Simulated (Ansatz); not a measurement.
Ideal-gas functions of C3H5N (`CN1C=C1`) at 600 K and 1 bar, from an Ansatz frequency run at PBE0-D4/def2-TZVP.

Molar mass 55.08 g/mol, point group Cs (symmetry number 1), electronic degeneracy 1, moments of inertia 23.969, 67.741, 76.987 u Å². Harmonic wavenumbers (cm⁻¹, unscaled): 177, 389, 444, 611, 612, 774, 847, 982, 994, 1138, 1142, 1202, 1425, 1481, 1481, 1800, 2989, 3084, 3111, 3296, 3357.

Use S(trans) = R[1.5 ln M + 2.5 ln T − 1.1517]; rotational temperatures θ = 24.2544 K / I; S(rot) = R[ln(√π/σ · √(T³/θAθBθC)) + 1.5]; for each mode x = 1.438777 ν̃/T, S = R[x/(eˣ − 1) − ln(1 − e⁻ˣ)] and H = RT x/(eˣ − 1); 1 cm⁻¹ = 0.0119627 kJ/mol; R = 8.31446 J/(mol·K).

**Question.** By hand: the entropy, in J/(mol·K).

**Answer.** Translation 173.4. Rotation: θ = 1.0119, 0.358, 0.315 K, giving 106.0. Vibration, mode by mode: 15.50, 9.19, 8.18, 5.84, 5.83, 4.27, 3.72, 2.88, 2.82, 2.15, 2.13, 1.90, 1.24, 1.11, 1.11, 0.60, 0.05, 0.04, 0.04, 0.03, 0.02, in all 68.7. Electronic 0.0. Sum 348.1 J/(mol·K).

**Question.** By hand: H − E and G − E in kJ/mol, counted from the electronic energy.

**Answer.** Zero-point energy ½ × 31336 × 0.0119627 = 187.4; thermal vibration 24.7; translation, rotation and pV give 4 RT = 20.0. H − E = 232.1 kJ/mol, and G − E = 232.1 − 600 × 348.1/1000 = 23.2 kJ/mol.

Vibration gives 20 % of the entropy.
